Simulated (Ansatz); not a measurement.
Results of PBE (plane waves, PAW; Ansatz, an electronic-structure program) for rock-salt BaS.

Input:

Ansatz 0.2 input:
```yaml
crystal:
  lattice:
    - [0.0, 3.23548069, 3.23548069]
    - [3.23548069, 0.0, 3.23548069]
    - [3.23548069, 3.23548069, 0.0]
  atoms:
    - { symbol: Ba, position: [0.0, 0.0, 0.0] }
    - { symbol: S, position: [0.5, 0.5, 0.5] }
basis:
  ecutwfc: 520
  ecutrho_ratio: 4
  xc_grid: 2
kpoints:
  mp_grid: { grid: [10, 10, 10] }
hamiltonian:
  xc: pbe
  dispersion: none
  pseudopotentials: { kind: paw }
scf:
  occupations: { method: fermi_dirac, width: 0.01 }
  convergence: { dr2_threshold: 0.000000001 }
output:
  forces: true
  stress: true
  eigenvalues: true
```

Question: How many irreducible k-points, plane waves at Γ does the program set up, and what pressure does the run end with?

Answer: 47 irreducible k-points, 1837 plane waves at Γ; P = -0.79 GPa, so the cell is stretched on average and its volume would shrink at this level.

Output (set-up and result lines):

```
WARN output.stress: scf.convergence.dr2_threshold = 1e-9 eV is looser than the 2e-10 eV advised for a printed stress (1e-10 eV for each atom of the cell: 2)
Crystal: 2 atoms, lattice volume = 67.740 Å³
Basis set: ecut = 520 eV, 1837 PW (Γ), exchange–correlation on 72×72×72 points (8 copies of the dense FFT grid, shifted against one another)
Bands: 12, of which v1, the nominal top of the filled ones, is band 8 counted from 1 (7 counted from 0)
Symmetry: 48 space group operations
Space group: Fm-3m (ITA 225), of the structure as read, at distance tolerance 4.1e-5 Å
k-points: 47 of 1000
Functional: x = pbe(κ = 0.804, μ = 0.2195149727645171), c = pbe(β = 0.06672455060314922)
SCF iter   1: F=—  HF=-6855.861356 eV  |F-HF|=—  |Δ(HF+E_count)|=         —  Δρ=6.42e-4  dr2=6.37e-4
SCF iter   2: F=—  HF=-6855.861070 eV  |F-HF|=—  |Δ(HF+E_count)|=   2.86e-4  Δρ=1.90e-4  dr2=2.15e-5
  ...
SCF iter   6: F=—  HF=-6855.861085 eV  |F-HF|=—  |Δ(HF+E_count)|=   1.07e-8  Δρ=1.75e-6  dr2=4.53e-9
SCF iter   7: F=-6855.861085 eV  HF=-6855.861085 eV  |F-HF|=5.46e-12  |Δ(HF+E_count)|=  3.97e-10  Δρ=1.39e-7  dr2=2.41e-11
SCF 1 converged in 7 iterations: F = -6855.861085 eV  dr2 = 2.41e-11
SCF converged after 7 iterations
Free energy (F): -6855.861085 eV
Internal energy: -6855.861085 eV  (E = F + TS)
E sigma→0 (E₀):  -6855.861085 eV
Fermi energy:    6.561816 eV
--- Stress (GPa, compression-positive) ---
       -0.790657       0.000000      -0.000000
       -0.000000      -0.790657      -0.000000
       -0.000000      -0.000000      -0.790657
  P = ⅓ Tr σ = -0.7907 GPa (-7.907 kbar)
```

The cell is one volume of an energy–volume scan, off the minimum.
